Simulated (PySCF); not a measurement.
Species: C4H4FN.
Bonds: N1–C2 (triple), C2–C3, C3–F4, C3–C5, C5–C6, C3–C6. Hydrogens: H7, H8 on C5; H9, H10 on C6.

The same species was optimised twice, with GFN2-xTB and with PBE0-D3(BJ)/def2-SVP (PySCF), and the same property calculations (PySCF, gas phase) were run on both structures.

```csv
coordinate,GFN2-xTB,PBE0-D3(BJ)/def2-SVP,change
C2–C3 (Å),1.427,1.446,+0.019
C3–F4 (Å),1.369,1.355,-0.014
N1≡C2 (Å),1.144,1.157,+0.013
C3–C5 (Å),1.506,1.497,-0.009
C3–C6 (Å),1.506,1.497,-0.009
C5–C6 (Å),1.496,1.501,+0.005
C5–C3–C6 (°),59.6,60.1,+0.5
N1–C2–C3 (°),178.6,179.1,+0.5
C2–C3–F4 (°),113.4,112.9,-0.5
C3–C6–C5 (°),60.2,59.9,-0.3
C3–C5–C6 (°),60.2,59.9,-0.3
F4–C3–C6 (°),116.9,117.1,+0.2
F4–C3–C5 (°),116.9,117.1,+0.2
C2–C3–C6 (°),120.0,120.0,0.0
```

Rotational constants: A = 6090, B = 3202, C = 2514 MHz (GFN2-xTB) against A = 6159, B = 3158, C = 2502 MHz (PBE0-D3(BJ)/def2-SVP). Point groups within 0.08 Å: Cs and Cs.

On the GFN2-xTB structure: HOMO (eV) -8.71 [PBE0/pcSseg-1]; LUMO (eV) -0.16 [PBE0/pcSseg-1]; dipole (D) 3.89 [PBE0/pcSseg-1]; GIAO shielding of N1 (ppm) -45.9 [PBE0/pcSseg-1]; GIAO shielding of C2 (ppm) 64.7 [PBE0/pcSseg-1]; GIAO shielding of C3 (ppm) 121.7 [PBE0/pcSseg-1]; GIAO shielding of F4 (ppm) 394.9 [PBE0/pcSseg-1]; GIAO shielding of C5/C6 (mean) (ppm) 168.6 [PBE0/pcSseg-1].

Question: What do these properties become on the PBE0-D3(BJ)/def2-SVP structure?

Answer: 
```json
{"property": "HOMO (eV)", "level": "PBE0/pcSseg-1", "on GFN2-xTB": "-8.71", "on PBE0-D3(BJ)/def2-SVP": "-8.71", "change": "0.00"}
{"property": "LUMO (eV)", "level": "PBE0/pcSseg-1", "on GFN2-xTB": "-0.16", "on PBE0-D3(BJ)/def2-SVP": "-0.16", "change": "0.00"}
{"property": "dipole (D)", "level": "PBE0/pcSseg-1", "on GFN2-xTB": "3.89", "on PBE0-D3(BJ)/def2-SVP": "3.89", "change": "0.00"}
{"property": "energy, GFN2-xTB geometry as zero (kcal/mol)", "level": "PBE0/pcSseg-1", "on GFN2-xTB": "0.0", "on PBE0-D3(BJ)/def2-SVP": "-0.4", "change": "-0.4"}
{"property": "GIAO shielding of N1 (ppm)", "level": "PBE0/pcSseg-1", "on GFN2-xTB": "-45.9", "on PBE0-D3(BJ)/def2-SVP": "-50.4", "change": "-4.5"}
{"property": "GIAO shielding of C2 (ppm)", "level": "PBE0/pcSseg-1", "on GFN2-xTB": "64.7", "on PBE0-D3(BJ)/def2-SVP": "61.6", "change": "-3.1"}
{"property": "GIAO shielding of C3 (ppm)", "level": "PBE0/pcSseg-1", "on GFN2-xTB": "121.7", "on PBE0-D3(BJ)/def2-SVP": "121.2", "change": "-0.5"}
{"property": "GIAO shielding of F4 (ppm)", "level": "PBE0/pcSseg-1", "on GFN2-xTB": "394.9", "on PBE0-D3(BJ)/def2-SVP": "395.2", "change": "+0.3"}
{"property": "GIAO shielding of C5/C6 (mean) (ppm)", "level": "PBE0/pcSseg-1", "on GFN2-xTB": "168.6", "on PBE0-D3(BJ)/def2-SVP": "167.9", "change": "-0.7"}
```

The heavy atoms differ by 0.014 Å rms after alignment. Among bonds between heavy atoms C2–C3 changes most (+0.019 Å). Changes are differences of the printed values. Neither structure is proved a minimum here.
